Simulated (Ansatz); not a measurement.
System: bcc Ta. Method: PBEsol (Ansatz, a quantum-chemistry and plane-wave program, plane waves, PAW).

A relaxed, unreconstructed slab of the (211) face has 12 atoms, two equal faces of 13.193 Å² each and an energy of -117673.1182 eV. A bulk cell of 6 atoms with the same orientation and in-plane k mesh has -58838.9967 eV. Energies are extrapolated to zero smearing.

Numerical settings: plane-wave cutoff 500 eV, 12×20×1 k mesh (along the axes of the cell as run), Fermi–Dirac smearing 0.1 eV, scalar-relativistic PAW data made under PBE.

Worked out: γ = (E_slab − N E_bulk per atom)/2A = [-117673.1182 − 12 × (-58838.9967/6)]/(2 × 13.193) = 0.1848 eV/Å². With 16.022 J/m² per eV/Å² this is 2.96 J/m², or 2.44 eV per surface cell and face.
